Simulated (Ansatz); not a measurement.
[H···H···GeH$_{3}$], doublet along the distance H1-H2

Starting geometry:

| atom | x (Å) | y (Å) | z (Å) |
| --- | --- | --- | --- |
| H | -2.8225 | 0.0000 | 0.0000 |
| H | -2.0775 | 0.0000 | 0.0000 |
| Ge | 0.0465 | 0.0000 | 0.0000 |
| H | 0.5152 | -1.4659 | 0.0000 |
| H | 0.5152 | 0.7330 | -1.2695 |
| H | 0.5152 | 0.7330 | 1.2695 |

From there H2 is moved from one fragment to the other while all else, the fragments' distance too, stays fixed; atoms are numbered as listed. Energies are in eV, counted from the starting geometry at the same level. Kohn–Sham curves are unrestricted where that lies lower.

Basis cc-pVTZ; Ansatz 0.2.0. Only valence electrons are correlated (noble-gas cores and the filled d shells of p-block atoms frozen). Prefix R: restricted or restricted open-shell reference; prefix U: unrestricted. No spin–orbit coupling is included, and no scalar relativity.

Functionals correlate the shells that the reference freezes, so part of their error here is the reference's.

Full CI isn't at hand for all of this; UCCSDT(Q) serves as the reference, and is uncertain by about the last step of the cluster series.

```tsv
distance H1-H2 (Å)	UCCSDT(Q)	PBE	revPBE	r2SCAN	PBE0	B3LYP	wB97M-V	B2PLYP	RPA-PBE
0.745	0.000	0.000	0.000	0.000	0.000	0.000	0.000	0.000	0.000
0.830	0.088	0.024	0.039	0.047	0.049	0.059	0.086	0.079	0.090
1.000	0.451	0.291	0.330	0.337	0.350	0.374	0.459	0.424	0.457
1.169	0.636	0.492	0.549	0.513	0.533	0.573	0.672	0.605	0.663
1.339	0.694	0.642	0.710	0.612	0.628	0.689	0.744	0.672	0.747
```

Question: Judged by the spread of the error over the points with a reference (largest less smallest), which of these follows UCCSDT(Q) best and which worst?

Answer: Subtracting the UCCSDT(Q) column from each: best B2PLYP (errors from -0.031 to 0.000, spread 0.031 eV), worst PBE (from -0.160 to 0.000, spread 0.160 eV). Functionals and wave-function methods converge differently with the basis, so part of this is basis effect.
